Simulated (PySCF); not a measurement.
```xyz
5

Cl     1.3123     0.8921    -0.7679
C      0.0000     0.0000     0.0000
Cl     0.6557    -1.0343     1.2680
Cl    -1.1496     1.1359     0.7041
Cl    -0.8185    -0.9937    -1.2043
```

Charge 0, multiplicity 1.

**Question.** Give the Mulliken and meta-Löwdin atomic charges from PBE-D3(BJ)/def2-TZVP // PBE0-D4/def2-TZVP run with PySCF.

**Answer.** 
| atom | Mulliken (e) | meta-Löwdin (e) |
|---|---|---|
| Cl1 | -0.02 | -0.01 |
| C2 | 0.08 | 0.03 |
| Cl3 | -0.02 | -0.01 |
| Cl4 | -0.02 | -0.01 |
| Cl5 | -0.02 | -0.01 |
